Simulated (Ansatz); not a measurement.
Results of PBEsol (plane waves, PAW; Ansatz, an electronic-structure program) for bcc Ba.

Settings: plane-wave cutoff 520 eV, 12×12×12 k mesh, Fermi–Dirac smearing 0.1 eV, perturbation theory, scalar-relativistic PAW data made under PBE.

Computed at the level's own relaxed cell.

Space group Im-3m (No. 229); a = 4.881 Å, b = 4.881 Å, c = 4.881 Å, α = 90.00°, β = 90.00°, γ = 90.00°

| atom | site | symmetry | x | y | z |
|---|---|---|---|---|---|
| Ba | 2a | m-3m | 0.0000 | 0.0000 | 0.0000 |
(The calculation used a cell of 1 atom; values per cell refer to that cell.)

Harmonic phonon frequencies (cm⁻¹; i marks an imaginary mode):

```json
[
 {"q point": "H", "frequencies": "74 74 74"},
 {"q point": "N", "frequencies": "23 51 78"},
 {"q point": "P", "frequencies": "…"}
]
```

Task: Complete the blanks.

Result: 
- P, frequencies: 59 59 59

No imaginary mode appears at these points.
